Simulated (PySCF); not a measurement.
# fluoride and ammonia

The system is a cluster of fluoride and ammonia, charge -1, singlet.

Parts: 1 = fluoride ([F-]), atoms 1, charge -1; 2 = ammonia (N), atoms 2–5.

```csv
atom,part,x (Å),y (Å),z (Å)
F1,1,0.328,-0.128,-0.397
N2,2,-1.201,1.392,-1.919
H3,2,-1.874,1.783,-1.265
H4,2,-1.736,0.723,-2.466
H5,2,-0.544,0.795,-1.317
```

In these coordinates F1···H5 is 1.568 Å. Part 2 is then moved rigidly along that line, all else held; at short range other atoms may come into contact.

The starting structure comes from a short search with a few starts; no frequency run checks that it is a minimum, and another way of binding may lie lower.

Method: CCSD(T)/aug-cc-pVDZ and MP2/aug-cc-pVTZ, aug-cc-pVQZ counterpoise interaction energy, frozen core, gas phase (PySCF 2.14.0). The geometry comes from PBE0-D3(BJ)/def2-TZVPD.

Counterpoise energies in kJ/mol, cluster less the parts frozen as they stand in it; small is aug-cc-pVDZ, large aug-cc-pVQZ. Estimated limit: HF in aug-cc-pVQZ, MP2 correlation extrapolated as X⁻³ from aug-cc-pVTZ and aug-cc-pVQZ, and CCSD(T) less MP2 in aug-cc-pVDZ; it isn't the exact limit.

| F1···H5 (Å) | HF large | MP2 large | SCS-MP2 large | CCSD(T) small | CCSD(T) limit est. |
| --- | --- | --- | --- | --- | --- |
| 1.411 | -55.5 | -67.8 | -62.1 | -58.4 | -68.6 |
| 1.490 | -60.8 | -72.0 | -67.0 | -64.4 | -72.8 |
| 1.568 | -63.4 | -73.4 | -69.0 | -67.3 | -74.3 |
| 1.646 | -64.1 | -73.0 | -69.2 | -68.0 | -73.9 |
| 1.725 | ? | ? | ? | ? | ? |
| 1.960 | -57.2 | -62.7 | -60.4 | -60.2 | -63.4 |
| 2.352 | -43.5 | -46.6 | -45.3 | -45.3 | -46.9 |
| 3.136 | ? | ? | ? | ? | ? |

Fill in the withheld rows.


```
F1···H5 (Å)  HF large  MP2 large  SCS-MP2 large  CCSD(T) small  CCSD(T) limit est.
      1.725     -63.4      -71.4          -68.0          -67.2               -72.2
      3.136     -24.5      -25.4          -24.9          -24.7               -25.3
```

The 8 runs took 4.9 min in all, one thread each of Arm Neoverse N1 on a shared host, launched as `OMP_NUM_THREADS=1 python cluster_run.py task.json out`.
